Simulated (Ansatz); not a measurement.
Two shapes of singlet CH2O2.

Shape 1:

```xyz
5

C     0.0000   -0.4063   -0.0945
O     0.0000   -0.3624    1.1006
O     0.0000    0.6540   -0.9005
H     0.0000   -1.3371   -0.7000
H     0.0000    1.4426   -0.3332
```

Shape 2:

```xyz
5

C    -0.0126   -0.3799   -0.0539
O    -0.0030   -0.3736    1.0519
O    -0.0154    0.6585   -0.9479
H    -0.0200   -1.2939   -0.6847
H    -0.0399    1.4150   -0.3451
```

Basis set: cc-pVDZ (spherical functions). Correlated methods keep 3 orbitals frozen. Charge 0, multiplicity 1.

Computed with Ansatz (development build ahead of 0.2.0); each method stands on the lowest determinant of its kind that the runs found.

(1) Which shape is lower in energy, and by how much in each method?

## Answers

(1)

```
 method  E(2) − E(1) (eV)
    RHF             0.422
RHF-MP2             0.593
```

Shape 1 is lower.
